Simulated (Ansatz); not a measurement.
Run this with Ansatz 0.2.0 through its Python package and show what comes out.

The script, `disp.py`:
```python
# -*- coding: utf-8 -*-
from dataclasses import dataclass
import warnings

import ansatz as az
from rdkit import Chem
from rdkit.Chem import AllChem


@dataclass(frozen=True)
class Settings:
    basis_set: str = "def2-SVP"
    net_charge: int = -1


opts = Settings()

warnings.simplefilter("ignore", az.DeckWarning)

rd = Chem.AddHs(Chem.MolFromSmiles("[O-]CC(F)F"))
AllChem.EmbedMolecule(rd, randomSeed=924)
AllChem.UFFOptimizeMolecule(rd)
mol = az.Crystal.molecule()
for atom, xyz in zip(rd.GetAtoms(), rd.GetConformer().GetPositions()):
    mol = mol.atom(atom.GetSymbol(), xyz.round(5).tolist())

calc = (
    mol.calculation()
    .basis(gaussian=opts.basis_set)
    .charge(opts.net_charge)
    .accuracy("high")
)
for name in ["revpbe", "r2scan"]:
    for correction in ("d3bj", "d4"):
        r = calc.functional(name, dispersion=correction).run(threads=1).report
        print(f"{name:8s} {correction:5s} total {r['free_energy_ev']:.5f} eV, of which dispersion {1000 * r['dispersion']['energy']['ev']:.2f} meV")
```

```console
$ python disp.py
revpbe   d3bj  total -9592.36855 eV, of which dispersion -304.23 meV
revpbe   d4    total -9592.56128 eV, of which dispersion -496.97 meV
r2scan   d3bj  total -9590.60746 eV, of which dispersion -28.87 meV
r2scan   d4    total -9590.61083 eV, of which dispersion -32.24 meV
```

The settings weren't tested for convergence. The geometry is a force-field or estimated start, not a minimum of this method, and the basis set is short of its limit. D4 holds the three-body term, and d3bj doesn't. Anions want diffuse functions, which this basis lacks. A dispersion term here runs with damping parameters fitted for another variant or functional. The script silences the warnings on its input, which a real study should read. The whole script took 28 s on 1 thread of Arm Neoverse V2, with other jobs on the host, peak memory 0.39 GiB.

(A comment or docstring line of the script was reworded after the run, the code is as it ran; lines on the test bed's own set-up are left out of the output.)
